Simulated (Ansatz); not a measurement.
Computed with Ansatz on PBE0-D4/def2-TZVP structures; ΔE is electronic, products minus reactants. CCSD(T)/CBS adds triple-zeta CCSD(T) − MP2 to the extrapolated MP2 energy (def2 sets, frozen cores). This one scheme is used for every species. Functionals use def2-TZVPP. B3LYP here is the variant with VWN-RPA as its local correlation; programs differ in this.

`CS[SiH3]` → H₂ + `CS[SiH]`  (silylene formation by 1,1-elimination)

Q: Is it downhill or uphill in electronic energy at CCSD(T)/CBS, and by how much? (Best estimate.)

A: Ansatz gave: Uphill: ΔE = +41.4 kcal/mol.

Q: What do these levels give: LDA (SPW92), BHLYP-D4, ωB97X-V, ωB97M-V, PBE-QIDH, revPBE, BLYP, B3LYP, HF/def2-TZVPP, MP2/def2-TZVPP, HF/def2-QZVPP, HF/CBS(def2)? (An estimate is asked.)

A: The calculation gave: LDA (SPW92) 43.2, BHLYP-D4 44.4, ωB97X-V 45.3, ωB97M-V 40.6, PBE-QIDH 45.3, revPBE 35.3, BLYP 34.1, B3LYP 38.7, HF/def2-TZVPP 46.0, MP2/def2-TZVPP 43.3, HF/def2-QZVPP 46.1, HF/CBS(def2) 46.2 kcal/mol.

Largest T1 diagnostic among the species: 0.016.

From r2SCAN to r2SCAN0 (25 % exact exchange), in def2-TZVPP and without D4, ΔE moves by +2.4 kcal/mol. In def2-TZVPP, CCSD(T) changes the Hartree–Fock value by −5.1 kcal/mol (the triples alone add −1.2 kcal/mol) and MP2 by −2.8 kcal/mol.
